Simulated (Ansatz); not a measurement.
# HfW: from a trial structure to a relaxed crystal

Computed with DFT PBE, scalar-relativistic, plane waves, PAW in Ansatz 0.2.0. Cutoff 420 eV, Γ-centred k mesh, Gaussian smearing, no spin polarisation in the final step.

The start puts HfW on the litharge structure type (P4/nmm, No. 129), with Hf in place of Pb, W in place of O, at a guessed volume.

```yaml
crystal:
  lattice:
    - [3.88574, 0.00000, 0.00000]
    - [0.00000, 3.88574, 0.00000]
    - [0.00000, 0.00000, 4.90997]
  atoms:
    - { symbol: Hf, position: [0.00000, 0.50000, 0.23510] }
    - { symbol: Hf, position: [0.50000, 0.00000, 0.76490] }
    - { symbol: W, position: [0.00000, 0.00000, 0.00000] }
    - { symbol: W, position: [0.50000, 0.50000, 0.00000] }
```

Cell and atoms relax at zero pressure; the relaxation can't lower the symmetry of the start. After a coarse first stage the cell is made exact in the group found at 0.06 Å.

The zero of energy is the elements' standard structures at the same level; no fitted shifts are applied.

Which crystal results?

It ends in P4/mmm (No. 123). The result has the CuAu (L1_0) structure. Conventional cell: a = 2.824 Å, c = 4.710 Å. Hf has 4 Hf at 2.82 Å and 8 W at 3.09 Å; W is coordinated by 4 W at 2.82 Å and 8 Hf at 3.09 Å.

```cif
data_structure
_symmetry_space_group_name_H-M 'P4/mmm'
_symmetry_Int_Tables_number 123
_cell_length_a 2.8242
_cell_length_b 2.8242
_cell_length_c 4.7096
_cell_angle_alpha 90.000
_cell_angle_beta 90.000
_cell_angle_gamma 90.000
_cell_volume 37.56
loop_
_atom_site_label
_atom_site_type_symbol
_atom_site_symmetry_multiplicity
_atom_site_Wyckoff_symbol
_atom_site_fract_x
_atom_site_fract_y
_atom_site_fract_z
_atom_site_occupancy
Hf1 Hf 1 d 0.50000 0.50000 0.50000 1
W1 W 1 a 0.00000 0.00000 0.00000 1
```

What are its volume, energy, density and gap?

The volume per atom is 18.78 Å³. The density is 16.02 g/cm³. The energy over the elements is 0.36 eV/atom and the gap on the 20×20×12 mesh is 0 eV (a metal).

The final run used a 20×20×12 mesh on its 2-atom cell and 0.10 eV smearing. For metals, differences of a few meV/atom aren't resolved. Spin–orbit coupling is left out. A structure relaxed within its symmetry needn't be a true minimum. The steps took about 2.2 core-minutes in all.